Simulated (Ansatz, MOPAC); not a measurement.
Reaction (SMILES): COC(C)C + 4 [H][H] (H2) → 4 C (CH4) + O (H2O)

Wanted: energy of full hydrogenation (enthalpy at 298 K), in kcal/mol. Conventions: non-relativistic; dispersion terms only where a functional's name holds one; spin-orbit terms left out; LANL2DZ all-electron up to Ne. First-principles rows: single points at B3LYP-D3(BJ) geometries (Ansatz, a quantum-chemistry and plane-wave program), with unscaled harmonic terms from B3LYP/6-31G* at its own minima. Semi-empirical rows: MOPAC heats of formation at their own minima for 298 K.

| species | coefficient | E at B3LYP/LANL2DZ (Ansatz), Eh | E at PBE0/def2-TZVPD (Ansatz), Eh | H(298 K) - E, kcal/mol | heat of formation at PM6 (MOPAC), kcal/mol |
|---|---|---|---|---|---|
| COC(C)C | -1 | -233.62661 | -233.46849 | 90.83 | -60.95 |
| [H][H] (H2) | -4 | -1.17442 | -1.16825 | 8.44 | -25.73 |
| C (CH4) | +4 | -40.51439 | -40.47422 | 30.76 | -12.29 |
| O (H2O) | +1 | -76.41319 | -76.38086 | 15.65 | -54.31 |

Measured values: Active Thermochemical Tables 1.112 (ions: stationary electron), as tabulated in the package chemicals; CRC Handbook, as tabulated in the package chemicals; they hold spin-orbit and core effects, anharmonicity and other conformers.  Value to compare with, the measured value: -68.8 kcal/mol. 1 Eh = 627.5095 kcal/mol.

Task: Compute it at each level from the table, and compare with the measured value.

Result: 
- B3LYP/LANL2DZ: the sum of coefficient times E is -0.14646 Eh, or -91.91 kcal/mol; the thermal terms add 14.10. Result: -77.8 kcal/mol. Its error against the measured value is -9.0 kcal/mol.
- PBE0/def2-TZVPD: the sum of coefficient times E is -0.13625 Eh, or -85.50 kcal/mol; the thermal terms add 14.10. Result: -71.4 kcal/mol. Its error against the measured value is -2.6 kcal/mol.
- PM6: the sum of coefficient times heat of formation is 60.40 kcal/mol; it needs no thermal term. Its error against the measured value is 129.2 kcal/mol.
